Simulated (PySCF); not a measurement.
ammonia cation (H₃N), SMILES N (connectivity only; charge and spin as stated), charge +1, multiplicity 2. Atoms are numbered in the order given.

```xyz
4

N      0.0000     0.0000     0.0000
H      1.0243     0.0000     0.0000
H     -0.5121    -0.8870     0.0000
H     -0.5121     0.8870     0.0000
```
Charge +1, spin multiplicity 2.

Coordinates come from a r2SCAN-D4/def2-TZVPD optimisation. The spin state was assumed, not searched.

Level of theory: PBE/def2-TZVPD (PySCF).

Mulliken values depend strongly on the basis, most of all with diffuse functions as here. Atomic charges (e):

```csv
atom,Mulliken,meta-Löwdin,Mulliken spin
N1,0.02,-0.04,1.10
H2,0.33,0.35,-0.03
H3,0.33,0.35,-0.03
H4,0.33,0.35,-0.03
```
